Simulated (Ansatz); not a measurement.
**Breaking a bond in PH2 (SMILES [PH2])**

PH2: 3 atoms, total charge 0, spin state doublet. As SMILES, `[PH2]`. The shape is that of a GFN2-xTB optimisation.

```xyz
3

P     0.5145   -0.3028    0.2527
H     0.1115    1.0274    0.1724
H    -0.6260   -0.7246   -0.4251
```

The P1–H3 distance is scanned; the parts on either side stay rigid. Basis 3-21G, 5 core orbitals frozen in the correlated methods; program Ansatz 0.2.0. FCI is exact within this basis and core. Energies in eV from each method's value at 1.392 Å; open shells run as named. The shape above is that at 1.392 Å.

```tsv
distance (Å)	UBLYP	U-revPBE	UCAM-B3LYP	RPA@PBE	UMP2	UCCSD	UBCCD(T)	FCI
1.392	0.00	0.00	0.00	0.00	0.00	0.00	0.00	0.00
1.740	0.34	0.34	0.48	0.32	0.47	0.34	0.34	0.34
2.088	1.29	1.31	1.57	1.18	1.61	1.20	1.17	1.17
2.784	2.73	2.73	2.81	2.50	2.28	2.30	2.28	2.26
3.480	3.09	3.00	3.07	2.60	2.36	2.51	2.51	2.50
```

Departure from the FCI curve at its largest: UBLYP +0.59 eV at 3.48 Å; U-revPBE +0.50 eV at 3.48 Å; UCAM-B3LYP +0.57 eV at 3.48 Å; RPA@PBE +0.24 eV at 2.78 Å; UMP2 +0.44 eV at 2.09 Å; UCCSD +0.05 eV at 2.78 Å; UBCCD(T) +0.02 eV at 2.78 Å. Functionals converge differently with the basis, so for them the departure isn't an error alone.
